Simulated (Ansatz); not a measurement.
Coupled-cluster diagnostics for Li2O (the lowest singlet isomer of a short search), Ansatz.

Geometry of the singlet (r2SCAN-D4/def2-TZVP):

```xyz
3

Li   -0.8336   -0.3497    1.3397
Li    0.8337    0.3521   -1.3391
O    -0.0001   -0.0024   -0.0007
```

Correlated methods freeze 1 core orbital; core or outer-core shells of Li are correlated, in sets that lack core-valence functions. In the quintet geometry the species has come apart into loosely held pieces. The structure comes from a short search, and lower isomers may exist.

Geometry of the charge 0 triplet (r2SCAN-D4/def2-TZVP):

Cartesian coordinates in Å:
```
Li 0.7741 -0.8003 -0.9125
Li -0.2901 1.2829 0.5851
O -0.4840 -0.4826 0.3273
```

Geometry of the charge 0 quintet (r2SCAN-D4/def2-TZVP):

Cartesian coordinates in Å:
```
Li 3.100 -0.141 -1.389
Li -3.099 0.142 1.389
O 0.000 -0.001 -0.001
```

(1) Estimate the CCSD(T) correlation energy, the shares of MP2 and (T), T1 and the reference's ⟨S²⟩ for: charge 0, singlet, own geometry in def2-TZVPP; charge 0, singlet, own geometry in def2-TZVPD; charge 0, triplet, own geometry in def2-TZVPP; charge 0, quintet, own geometry in def2-TZVPP; charge 1, doublet, vertical in def2-TZVPP; charge -1, doublet, vertical in def2-TZVPD; and the rough time on 4 threads of Arm Neoverse V2 on a shared host.

Results:

(1) 
```json
{"state": "charge 0, singlet, own geometry", "basis": "def2-TZVPP", "correlation (eV)": "-9.782", "MP2 share (%)": "96.9", "(T) share (%)": "3.4", "T1": "0.021", "⟨S²⟩ (pure)": "0.00 (0.00)", "wall time": "0.3 s", "remarks": "large T1"}
{"state": "charge 0, singlet, own geometry", "basis": "def2-TZVPD", "correlation (eV)": "-9.890", "MP2 share (%)": "96.8", "(T) share (%)": "3.6", "T1": "0.021", "⟨S²⟩ (pure)": "0.00 (0.00)", "wall time": "0.4 s", "remarks": "large T1"}
{"state": "charge 0, triplet, own geometry", "basis": "def2-TZVPP", "correlation (eV)": "-7.982", "MP2 share (%)": "90.8", "(T) share (%)": "2.2", "T1": "0.013", "⟨S²⟩ (pure)": "2.01 (2.00)", "wall time": "0.7 s", "remarks": "–"}
{"state": "charge 0, quintet, own geometry", "basis": "def2-TZVPP", "correlation (eV)": "-6.367", "MP2 share (%)": "87.6", "(T) share (%)": "1.3", "T1": "0.007", "⟨S²⟩ (pure)": "6.01 (6.00)", "wall time": "0.65 s", "remarks": "–"}
{"state": "charge 1, doublet, vertical", "basis": "def2-TZVPP", "correlation (eV)": "-7.776", "MP2 share (%)": "91.0", "(T) share (%)": "1.9", "T1": "0.008", "⟨S²⟩ (pure)": "0.76 (0.75)", "wall time": "0.75 s", "remarks": "–"}
{"state": "charge -1, doublet, vertical", "basis": "def2-TZVPD", "correlation (eV)": "-10.013", "MP2 share (%)": "96.4", "(T) share (%)": "3.9", "T1": "0.050", "⟨S²⟩ (pure)": "0.75 (0.75)", "wall time": "1.5 s", "remarks": "HOMO above zero, large T1"}
```
Customary marks for T1 are 0.02 (closed shells), 0.045 (open shells) and about 0.05 (3d metals). T1 exceeds 0.02 in 3 of 6 rows and 0.045 in 1; the higher it lies, the less the single-reference result can be trusted.
